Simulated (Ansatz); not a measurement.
# HO− with PH3: structure and interaction energy

One table from this session's results is given with a row withheld; the runs are named, their logs left out.

Method: PBE0-D4 structure, single points in def2-TZVPPD; program: Ansatz 0.2.0, Gaussian basis.

Levels: PBE-D4, revPBE-D4, BLYP-D4, r2SCAN-D4, B97M-V, PBE0-D4, B3LYP-D4, HSE06-D4, wB97X-V, wB97M-V, B2PLYP, Hartree-Fock, MP2, CCSD, CCSD(T). The reference is CCSD(T) extrapolated to the basis limit.

Cores are frozen in the correlated methods. B3LYP uses VWN-RPA correlation. B2PLYP carries no dispersion term here.

176 further runs of the same task are left out: 176 set aside as unsound or not needed.

### The system as given

The pair, from a GFN2-xTB docking trial: 6 atoms, charge -1, spin multiplicity 1.

Atoms are counted from 1 here; the program's logs count them from 0.

Bond lengths: O1–H2 0.955 Å, O1–P3 1.894 Å, P3–H4 1.394 Å, P3–H5 1.531 Å, P3–H6 1.384 Å. Angles: H2–O1–P3 115.8°, O1–P3–H4 87.0°, O1–P3–H5 160.2°, O1–P3–H6 78.4°, H4–P3–H5 84.4°, H4–P3–H6 96.9°, H5–P3–H6 85.0°.

Coordinates:

```xyz
6

O     0.26680    0.27150   -1.35240
H    -0.27320   -0.08780   -2.05280
P    -0.42870    0.09340    0.40050
H     0.22930   -1.13420    0.45770
H    -0.47670   -0.03050    1.92530
H     0.68240    0.88760    0.62170
```

Atoms 1 to 2 are fragment A (HO−), the rest fragment B (PH3).

The first run:

The input, pre/in.yaml:

```yaml
crystal:
  periodic: [false, false, false]
  atoms:
    - {symbol: O, position_ang: [0.266800, 0.271500, -1.352400]}
    - {symbol: H, position_ang: [-0.273200, -0.087800, -2.052800]}
    - {symbol: P, position_ang: [-0.428700, 0.093400, 0.400500]}
    - {symbol: H, position_ang: [0.229300, -1.134200, 0.457700]}
    - {symbol: H, position_ang: [-0.476700, -0.030500, 1.925300]}
    - {symbol: H, position_ang: [0.682400, 0.887600, 0.621700]}
basis:
  gaussian: {orbitals: def2-SVPD}
total_charge: -1
hamiltonian: {xc: pbe, dispersion: d4}
relax: {f_tol: 0.03, max_steps: 250}
```

Run with:

```
$ ansatz run in.yaml --threads 2 --pin off --events-out ev --progress --plain --max-ram 5222MiB
```

Among the steps run: A first relaxation in a small basis; Relaxation at PBE0-D4; PBE-D4/def2-TZVPPD; r2SCAN-D4/def2-TZVPPD; PBE0-D4/def2-TZVPPD; B3LYP-D4/def2-TZVPPD; wB97X-V/def2-TZVPPD; wB97M-V/def2-TZVPPD; B2PLYP/def2-TZVPPD; BLYP-D4/def2-TZVPPD; revPBE-D4/def2-TZVPPD; B97M-V/def2-TZVPPD; HSE06-D4/def2-TZVPPD; CCSD(T)/def2-TZVPPD; MP2/def2-QZVPPD; Vibrations of the pair.

One table of the session follows, with a row left open; its other results are not shown here.

```
      method  interaction (kJ/mol)
      PBE-D4               -101.50
   revPBE-D4               -100.80
     BLYP-D4                -86.49
   r2SCAN-D4               -104.01
      B97M-V                -98.45
     PBE0-D4               -106.00
    B3LYP-D4                -92.59
    HSE06-D4               -106.37
     wB97X-V                -93.55
     wB97M-V                     ?
      B2PLYP                -82.23
Hartree-Fock                -71.21
         MP2                -81.87
        CCSD                -77.89
     CCSD(T)                -80.17
 CCSD(T)/CBS                -92.43
```

Estimate the missing values for wB97M-V.

**Answer.** interaction (kJ/mol): -95.20. In the column «interaction (kJ/mol)» it lies between B97M-V (-98.45) and wB97X-V (-93.55).
